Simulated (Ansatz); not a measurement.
Molecule (SMILES): FOF.
Geometry (B3LYP-D3(BJ)/def2-TZVP, fixed):
```
O
F 1 1.4020
F 1 1.4020 2 103.99
```

Basis-set convergence of the dipole moment at PBE with Ansatz (a quantum-chemistry and plane-wave program). Dipoles come from the density behind the forces; the sign is taken along the dipole that this method gives in the largest set. All functions are spherical. No added dispersion term, no relativity. Reference: the value in aug-pcseg-3, 0.267 D. Deviations are taken from unrounded values.

```tsv
basis	functions	dipole moment (D)
cc-pVDZ	42	0.223
aug-cc-pVDZ	69	0.269
def2-SVP	42	0.191
def2-SVPD	69	0.250
pcseg-1	42	0.260
aug-pcseg-1	69	0.273
6-311G**	54	0.236
6-311+G**	66	0.303
cc-pVTZ	90	0.237
aug-cc-pVTZ	138	0.271
pcseg-2	90	0.266
aug-pcseg-2	138	0.266
def2-TZVPP	93	0.248
def2-TZVPPD	120	0.266
cc-pVQZ	165	0.247
aug-cc-pVQZ	240	0.267
def2-QZVPP	171	0.262
def2-QZVPPD	198	0.266
pcseg-3	180	0.264
aug-pcseg-3	255	0.267
```

What the diffuse functions change, pair by pair:
- cc-pVDZ to aug-cc-pVDZ: 27 more functions, deviation -0.044 to 0.002 D
- def2-SVP to def2-SVPD: 27 more functions, deviation -0.075 to -0.017 D
- pcseg-1 to aug-pcseg-1: 27 more functions, deviation -0.007 to 0.006 D
- 6-311G** to 6-311+G**: 12 more functions, deviation -0.031 to 0.036 D
- cc-pVTZ to aug-cc-pVTZ: 48 more functions, deviation -0.029 to 0.004 D
- pcseg-2 to aug-pcseg-2: 48 more functions, deviation -0.001 to 0.000 D
- def2-TZVPP to def2-TZVPPD: 27 more functions, deviation -0.018 to -0.001 D
- cc-pVQZ to aug-cc-pVQZ: 75 more functions, deviation -0.020 to 0.000 D
- def2-QZVPP to def2-QZVPPD: 27 more functions, deviation -0.005 to -0.001 D
- pcseg-3 to aug-pcseg-3: 75 more functions, deviation -0.003 to 0.000 D

Leaving out the reference's own pair, they bring the value nearer the reference by more than 0.001 D in 6 of 9 pairs.
